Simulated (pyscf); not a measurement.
Optimised with ωB97X-D3(BJ)/def2-SVP in PySCF.

**Question.** PBE/def2-TZVP puts the barrier of F–Nb(F)(F)(F)–O–SiH₃ + hydrogen (H₂) → silanol (HO–SiH₃) + F–NbH(F)(F)–F (multi-bond step; singlet surface; Nb–O, H–H, H–Si broken, H–O, H–Nb, H–Si formed) at 50.1 kcal/mol and the reaction energy at +32.9 kcal/mol, from the separated reactants. What do r²SCAN/def2-TZVP, PBE0-D3(BJ)/def2-TZVP, ωB97M-D3(BJ)/def2-TZVP give on the same structures?

**Answer.** r²SCAN: ΔE‡ = 51.8 kcal/mol, ΔE = +36.3 kcal/mol; PBE0-D3(BJ): ΔE‡ = 51.5 kcal/mol, ΔE = +33.4 kcal/mol; ωB97M-D3(BJ): ΔE‡ = 56.0 kcal/mol, ΔE = +32.5 kcal/mol. PBE's barrier lies under all of them, by 1.5 to 5.9 kcal/mol. Its reaction energy lies among theirs. On the product side the descent ends in an adduct with a Nb–O contact, 19.5 kcal/mol under the separated species and 37.2 kcal/mol under the saddle at ωB97X-D3(BJ)/def2-TZVP. What is counted as broken (Nb–O) persists as a longer contact in the product adduct; parting that adduct is a step of its own. At the saddle there is also a short Nb–Si contact that neither side keeps. At ωB97X-D3(BJ)/def2-TZVP the barrier from the zero used here is 53.6 kcal/mol. One saddle was located; it need not be the lowest between these sides. Elements past Kr carry the def2 core potentials, without spin-orbit coupling.
